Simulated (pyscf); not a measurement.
Optimised with ωB97X-D3(BJ)/def2-SVP in PySCF. MP2 and CC: frozen core, UHF for open shells. ΔMP2 is the change of the MP2 total energy from the triple- to the quadruple-zeta basis.

SMILES: O[SiH](O)Cl
```xyz
7

O     -1.2481     1.0682    -1.7037
Si     0.1376     0.6165    -0.9263
O      0.0487    -0.9730    -0.5218
Cl     0.2970     1.8218     0.7497
H     -1.5807     1.9565    -1.5400
H      1.3599     0.7817    -1.7286
H     -0.7627    -1.2819    -0.1042
```

### Question
What is the homolytic dissociation enthalpy (298 K, CCSD(T)/def2-TZVPP + ΔMP2(QZVPP)) of the Cl–Si bond of HO–SiH(OH)–Cl, to HO–SiH•–OH + Cl•?

### Answer
Cl–Si to HO–SiH•–OH + Cl•: 5.12 eV. Other isomers of HO–SiH•–OH were not searched in full and may lie lower. The CCSD(T) − MP2 part came from Ansatz, without density fitting, on the same reference. Left out: the spin-orbit lowering of Cl.
